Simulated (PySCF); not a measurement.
Gas-phase reaction: 2 BCl₃.NH₃ = 2 BCl₂ + 2 Cl + 6 H + N₂

Method: PySCF energies plus ideal-gas RRHO corrections (1 bar). † marks an energy on the PBE0/def2-TZVP geometry and frequencies; other levels use their own. MP2 freezes the core. 6-31G* has spherical d functions here. Open shells (unrestricted): BCl₂ (multiplicity 2), Cl (multiplicity 2, electronic degeneracy 6), H (multiplicity 2); the rest are closed-shell singlets. Spin-orbit splitting is ignored; it lowers the true energy and changes the entropy of Cl. B3LYP is the form with VWN-RPA correlation. Adducts (BCl₃.NH₃) have no counterpoise correction, and HF, PBE, BLYP, B3LYP and PBE0 lack dispersion. BCl₃.NH₃: computed as isolated molecules; such fragments, hydroxides, amides, oligomers or adducts are transient or little studied in the gas. MP2 isn't extrapolated to the basis-set limit; its ΔH°(298 K) is 2428.1 kJ in def2-SVP and 2542.5 kJ in def2-TZVPP. The harmonic model lacks anharmonicity and excited electronic states, which grow with temperature; levels with a mode under 35 cm⁻¹ are left out. Internal rotation in BCl₃.NH₃ is treated as a harmonic vibration of one conformer, which makes the entropy rough.

ΔH° and ΔS° at 298 K: B3LYP/def2-TZVP† 2486 kJ, 1095 J/K; HF/6-31G* 1896 kJ, 1104 J/K; MP2/def2-SVP† 2428 kJ, 1095 J/K; MP2/def2-TZVPP† 2542 kJ, 1095 J/K; PBE/def2-SVP 2554 kJ, 1085 J/K.

With the heat capacities included, give log10 K (1 bar) at 500, 800, 1200, 1800, 2000 K from B3LYP/def2-TZVP†, HF/6-31G*, MP2/def2-SVP†, MP2/def2-TZVPP†, PBE/def2-SVP.


```tsv
T (K)	B3LYP/def2-TZVP†	HF/6-31G*	MP2/def2-SVP†	MP2/def2-TZVPP†	PBE/def2-SVP
500	-202.0	-139.9	-196.0	-207.9	-209.7
800	-103.8	-64.7	-100.0	-107.5	-108.8
1200	-49.1	-22.7	-46.5	-51.5	-52.7
1800	-12.5	5.4	-10.8	-14.2	-15.2
2000	-5.2	11.0	-3.7	-6.7	-7.7
```
